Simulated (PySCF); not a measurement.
## Basis set benchmark on one molecule

Molecule: HC≡CCH2F (C#CCF, C$_{3}$H$_{3}$F).

Molfile (atoms numbered from 1):
```
C3H3F
     RDKit          3D

  7  6  0  0  0  0  0  0  0  0999 V2000
    1.6063   -0.1971   -0.5130 C   0  0  0  0  0  0  0  0  0  0  0  0
    0.4899   -0.0768   -0.0628 C   0  0  0  0  0  0  0  0  0  0  0  0
   -0.8520    0.0544    0.4940 C   0  0  0  0  0  0  0  0  0  0  0  0
   -1.5846    1.0134   -0.1522 F   0  0  0  0  0  0  0  0  0  0  0  0
    2.5980   -0.3028   -0.9142 H   0  0  0  0  0  0  0  0  0  0  0  0
   -0.7847    0.3185    1.5640 H   0  0  0  0  0  0  0  0  0  0  0  0
   -1.3811   -0.9116    0.4153 H   0  0  0  0  0  0  0  0  0  0  0  0
  1  2  3  0
  2  3  1  0
  3  4  1  0
  1  5  1  0
  3  6  1  0
  3  7  1  0
M  END
```

Geometry PBE0-D3(BJ)/def2-SVP throughout; GIAO in PySCF 2.14.0 with density-fitted response routines, gas phase, one conformer, non-relativistic; equivalent atoms averaged; functional PBE0.

Reference values (measured; G. Saielli, R. Bini, A. Bagno, Computational 19F NMR. 2. Organic compounds, RSC Adv. 2014, ESI (exp. from Berger-Braun-Kalinowski 1994 and Everett 1995)): δ(F4) = -217.5 ppm vs CFCl3. Computed shifts are taken against CFCl3, calculated as an isolated molecule at each level.

Task: How do the basis sets STO-3G, 6-31G, pcSseg-0, 6-31G*, def2-SVP, cc-pVDZ, pcSseg-1, aug-cc-pVDZ, 6-311+G(2d,p), def2-TZVP, cc-pVTZ, IGLO-III, pcSseg-2 perform against the reference? Times are CPU seconds on shared hosts with different chips, so compare them loosely.

Result: 
```
    basis set  functions      F4  abs. error F  core-s
       STO-3G         23  -146.1          71.4     1.1
        6-31G         42  -252.9          35.4     1.9
     pcSseg-0         42  -277.3          59.8       2
       6-31G*         62  -235.1          17.6     2.6
     def2-SVP         71  -223.1           5.6     2.8
      cc-pVDZ         71  -229.9          12.4     3.6
     pcSseg-1         83  -246.9          29.4     7.8
  aug-cc-pVDZ        119  -228.0          10.5     6.3
6-311+G(2d,p)        126  -243.7          26.2     5.5
    def2-TZVP        142  -241.8          24.3     6.6
      cc-pVTZ        162  -240.8          23.3     9.8
     IGLO-III        170  -244.9          27.4      10
     pcSseg-2        186  -244.3          26.8      11
```

For 19F the closest is def2-SVP (5.6 ppm) and the furthest STO-3G (71.4 ppm). Where a smaller basis beats a larger one, errors probably cancel; the largest sets show where the functional converges. One molecule is a small sample, and vibrational and solvent effects are absent from the calculation.

A small basis that lands close on one nucleus may do so by chance; judge by the trend and by all nuclei.
